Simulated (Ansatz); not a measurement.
# B2H (quartet): B2PLYP, RPA-PBE over a scan of the distance B1–H3, 6-31G

Aim: run B2H (quartet) with these functionals over a scan of the distance B1–H3, and hold them against the top wave-function level at the same points.

The runs use Ansatz 0.2.0, Gaussian basis; 6-31G, all electrons in the functionals, frozen cores in the correlation of double hybrids and RPA.

The runs, in order: B2PLYP, RPA-PBE, at 0.957 Å; 1.060 Å; 1.178 Å; 1.276 Å; 1.416 Å; 1.588 Å; 1.907 Å; 2.190 Å; 2.629 Å; 3.233 Å; 3.995 Å.

24 further runs of the same task are left out: 2 for a known fault of the program, 17 that didn't finish, 5 set aside as unsound or not needed.

**1. What is computed**

The geometry derives from a PBE0/def2-TZVP stationary point (not a proven minimum). One bond is set to the value named and the two fragments are kept rigid.

3 atoms, charge 0, spin multiplicity 4.

Atoms are counted from 1 here; the program's logs count them from 0.

Bond lengths: B1–B2 1.520 Å, B1–H3 1.178 Å. Angles: B2–B1–H3 180.0°.

No dispersion term is added.

The geometry shown and the zero of energy belong to the point 1.178 Å. The yardstick, FCI, and other wave-function levels (R restricted, U unrestricted, valence and pair active spaces) come from earlier runs.

**2. B2PLYP, 0.957 Å**

The input, in.yaml:

```yaml
crystal:
  periodic: [false, false, false]
  atoms:
    - {symbol: B, position_ang: [0.000000, 0.000000, 0.187809]}
    - {symbol: B, position_ang: [0.000000, 0.000000, -1.332618]}
    - {symbol: H, position_ang: [0.000000, 0.000000, 1.144809]}
basis:
  gaussian: {orbitals: 6-31G}
magnetization: {spin_polarized: true, initial_magnetization: 3}
hamiltonian: {xc: {name: B2PLYP}}
correlation: {electrons: outside_noble_gas}
```

Command:

```sh
$ ansatz run in.yaml --threads 1 --pin off --events-out ev --progress --plain --max-ram 2393MiB
```

The runs that follow: B2PLYP, 1.060 Å; B2PLYP, 1.178 Å; B2PLYP, 1.276 Å; B2PLYP, 1.416 Å; B2PLYP, 1.588 Å; B2PLYP, 1.907 Å; B2PLYP, 2.190 Å; B2PLYP, 2.629 Å; B2PLYP, 3.233 Å; B2PLYP, 3.995 Å; RPA-PBE, 0.957 Å; RPA-PBE, 1.060 Å; RPA-PBE, 1.178 Å; RPA-PBE, 1.276 Å; RPA-PBE, 1.416 Å; RPA-PBE, 1.588 Å; RPA-PBE, 1.907 Å; RPA-PBE, 2.190 Å; RPA-PBE, 2.629 Å; RPA-PBE, 3.233 Å; RPA-PBE, 3.995 Å.

Before running them: what should the planned runs give, taken together? Wanted: span of the FCI curve; largest miss, B2PLYP; largest miss, RPA-PBE.

The runs gave:

| quantity | value |
| --- | --- |
| span of the FCI curve | 93.7 kcal/mol |
| largest miss, B2PLYP | +15.0 kcal/mol (2.190 Å) |
| largest miss, RPA-PBE | +7.5 kcal/mol (2.629 Å) |

Of the functionals, RPA-PBE keep the smallest largest miss at the points compared (at most 7.5 kcal/mol) and B2PLYP strays most (15.0 kcal/mol, at 2.190 Å). B2PLYP, RPA-PBE clearly break the spin symmetry at some points (⟨S²⟩ up to 1.00 above the pure value), so energy there is bought with a mixed spin. Functionals and the yardstick converge differently with the basis, so part of each miss in 6-31G is the basis.
